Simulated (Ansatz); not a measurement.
# Gold, fcc: convergence with Gaussian smearing

Computed with Ansatz, PBE, scalar-relativistic PAW, on the relaxed cell (a = 4.157 Å; spin not included). Errors count from a run at 420 eV on a Γ-centred 21×21×21 mesh with Fermi-Dirac smearing of 0.1 eV, extrapolated to zero width. Fixed here: cutoff 420 eV, mesh 13×13×13. The SCF starts from atomic densities corrected by a trained network.

| width (eV) | E(σ→0) error (meV/atom) | F error (meV/atom) | P (GPa) | SCF iterations |
| --- | --- | --- | --- | --- |
| 0.01 | -2.4 | -2.4 | -0.15 | 6 |
| 0.03 | -2.4 | -2.5 | -0.15 | 6 |
| 0.1 | -2.4 | -3.2 | -0.16 | 6 |
| 0.2 | -2.4 | -5.5 | -0.05 | 6 |
| 0.3 | -2.8 | -9.3 | 0.05 | 6 |
| 0.6 | -2.7 | -28.0 | 0.25 | 6 |
| 1.0 | 1.2 | -74.8 | 0.56 | 6 |
